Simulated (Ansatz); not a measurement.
Results of r²SCAN (Ansatz, a quantum-chemistry and plane-wave program, PAW) for diamond-structure Si.

Numerical settings: plane-wave cutoff 600 eV, 12×12×12 k mesh, scalar-relativistic PAW data made under PBE.

Computed at the level's own relaxed cell.

Hill averages of the elastic tensor: K = 97.0 GPa, G = 68.6 GPa. Volume 20.170 Å³/atom, mean atomic mass 28.085 u.

Task: Work out the density, the sound velocities of a polycrystal and the elastic Debye temperature at this level.

Result: ρ = 1.66054 × 28.085/20.170 = 2.312 g/cm³. v_l = √[(K + 4G/3)/ρ] = 9.029 km/s and v_t = √(G/ρ) = 5.447 km/s. The mean follows from 3/v_m³ = 1/v_l³ + 2/v_t³: v_m = 6.022 km/s. Θ_D = (ħ/k_B) v_m (6π²/V)^(1/3) = 76.38 K Å s/km × 6.022 × 1.4319 Å⁻¹ = 659 K, counting all atoms of the cell.

Measured, for comparison: Voigt–Reuss–Hill bulk modulus 99 GPa (temperature not stated, not corrected to a static lattice, from single-crystal Cij; as tabulated in Råsander and Moram (2015), arXiv:1505.02379). Computed less measured: Voigt–Reuss–Hill bulk modulus -2.0 %.
